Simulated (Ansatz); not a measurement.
Ideal-gas functions of H$_{5}$OPSi (`OP[SiH3]`) at 298.15 K and 1 bar, from an Ansatz frequency run at PBE0-D4/def2-TZVP.

Molar mass 80.1 g/mol, point group C1 (symmetry number 1), electronic degeneracy 1, moments of inertia 33.326, 130.486, 153.6 u Å². Harmonic wavenumbers (cm⁻¹, unscaled): 142, 168, 248, 434, 471, 566, 757, 798, 882, 925, 932, 950, 1094, 2215, 2229, 2234, 2350, 3881.

Use S(trans) = R[1.5 ln M + 2.5 ln T − 1.1517]; rotational temperatures θ = 24.2544 K / I; S(rot) = R[ln(√π/σ · √(T³/θAθBθC)) + 1.5]; for each mode x = 1.438777 ν̃/T, S = R[x/(eˣ − 1) − ln(1 − e⁻ˣ)] and H = RT x/(eˣ − 1); 1 cm⁻¹ = 0.0119627 kJ/mol; R = 8.31446 J/(mol·K).

Q: By hand: the entropy, in J/(mol·K).

A: Translation 163.5. Rotation: θ = 0.7278, 0.1859, 0.1579 K, giving 104.3. Vibration, mode by mode: 11.62, 10.28, 7.30, 3.54, 3.07, 2.14, 1.03, 0.87, 0.63, 0.53, 0.51, 0.48, 0.27, 0.00, 0.00, 0.00, 0.00, 0.00, in all 42.3. Electronic 0.0. Sum 310.1 J/(mol·K).

Q: By hand: H − E and G − E in kJ/mol, counted from the electronic energy.

A: Zero-point energy ½ × 21276 × 0.0119627 = 127.3; thermal vibration 7.5; translation, rotation and pV give 4 RT = 9.9. H − E = 144.7 kJ/mol, and G − E = 144.7 − 298.15 × 310.1/1000 = 52.2 kJ/mol.

Vibration gives 14 % of the entropy, 11.6 J/(mol·K) of it from the mode under 150 cm⁻¹: soft modes count most, and the harmonic formula is weakest for them. The sum counts one conformer and one mirror image; others add a mixing term.
